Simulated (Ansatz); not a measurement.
# Si2H+ (SMILES [Si+]#[SiH]): functionals against CCSD(T) at one geometry

The task here is to estimate one member of a computed series from the others.

Program: Ansatz 0.2.0, Gaussian basis. Level of theory: single points in def2-TZVPP. These are calculated values, not measurements.

Correlated methods freeze the cores.

**Where the work starts**

3 atoms, charge 1, spin multiplicity 1.

Atoms are counted from 1 here; the program's logs count them from 0.

Bond lengths: Si1–Si2 2.229 Å, Si2–H3 1.515 Å. Angles: Si1–Si2–H3 172.9°.

Coordinates:

```xyz
3

Si   -1.5996    0.7953   -0.8277
Si    0.2232   -0.1102    0.0811
H     1.3464   -0.8487    0.7789
```

The first run:

Contents of run/in.yaml:

```yaml
crystal:
  periodic: [false, false, false]
  atoms:
    - {symbol: Si, position_ang: [-1.599599, 0.795322, -0.827692]}
    - {symbol: Si, position_ang: [0.223182, -0.110171, 0.081069]}
    - {symbol: H, position_ang: [1.346370, -0.848667, 0.778852]}
basis:
  gaussian: {orbitals: def2-TZVPP}
total_charge: 1
hamiltonian: {xc: pbe, dispersion: d4}
output: {forces: true}
```

Started as:

```bash
$ ansatz run in.yaml --threads 2 --pin off --events-out ev --progress --plain --max-ram 3481MiB
```

Steps of the session up to this table: PBE-D4/def2-TZVPP; r2SCAN-D4/def2-TZVPP; PBE0-D4/def2-TZVPP; wB97M-V/def2-TZVPP; CCSD(T)/def2-TZVPP.

One table of the session follows, with a row left open; its other results are not shown here.

| method | RMS force component (eV/Å) | angle to CCSD(T) forces (°) |
| --- | --- | --- |
| PBE-D4 | 0.505 | 13.7 |
| r2SCAN-D4 | 0.478 | 1.9 |
| PBE0-D4 | ? | ? |
| wB97M-V | 0.435 | 15.9 |
| CCSD(T) | 0.576 | reference |

Estimate the missing values for PBE0-D4.

**Answer.** RMS force component (eV/Å): 0.421; angle to CCSD(T) forces (°): 2.0. In the column «RMS force component (eV/Å)» it is the lowest.

Caveats from the session: CCSD(T) in triple zeta still lacks some correlation energy of the bonds, so part of these gaps is its own basis error and they don't rank the functionals.
